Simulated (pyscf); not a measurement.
Structures and frequencies: ωB97X-D3(BJ)/def2-SVP in PySCF.

Task: For the elementary gas-phase step HO–SiH₂–SiH₃ + hydrogen (H₂) → disilane (H₃Si–SiH₃) + water (H₂O) (singlet surface; O–Si, H–H broken, H–Si, H–O formed), what barrier and reaction energy does B3LYP-D3(BJ)/def2-TZVP give, measured from the separated reactants?

Result: ΔE‡ = 50.9 kcal/mol, ΔE = +14.7 kcal/mol. ωB97M-D3(BJ)/def2-TZVP gives 50.1 kcal/mol and +14.0 kcal/mol. Zero-point energy shifts the barrier by +2.5 kcal/mol. It is a four-centre exchange, with an imaginary mode of 1254i cm⁻¹. HO–SiH₂–SiH₃ lies 27.0 kcal/mol over its isomer H₃Si–O–SiH₃ (electronic energy, ωB97M-D3(BJ)/def2-TZVP). This is the saddle that the search found; another between the same sides may lie lower.
